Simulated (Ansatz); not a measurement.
One 1-atom cell of fcc Cu (12×12×12 k mesh) in Ansatz (an electronic-structure program) on different hardware, wall time of one geometry. Timed on an otherwise idle machine. Each time is one whole self-consistent calculation from the program's own starting density. Runs that were refused, crashed or met a hardware fault are not listed.

```csv
level,1 x GB200 with 34 host threads,1 x GB300 with 34 host threads,4 x GB200 with 142 host threads,4 x GB200 with 72 host threads,"72 threads on Grace (Neoverse V2), one socket",8 threads on AMD EPYC 9R45,94 threads on AMD EPYC 9R45
LDA,0.88 s,0.91 s,–,3.4 s,0.19 s,0.18 s,0.25 s
PBE,0.96 s,0.90 s,–,3.4 s,0.16 s,0.16 s,0.24 s
r²SCAN,1.0 s,1.0 s,–,3.6 s,0.25 s,0.24 s,0.32 s
r²SCAN+rVV10,1.0 s,1.1 s,–,3.5 s,0.32 s,0.32 s,0.43 s
HSE06,7.2 s,7.8 s,12 s,–,3.9 s,6.0 s,4.7 s
PBE0,7.2 s,7.8 s,13 s,–,3.9 s,6.0 s,4.7 s
Hartree–Fock,9.7 s,11 s,16 s,–,5.5 s,8.5 s,6.6 s
```
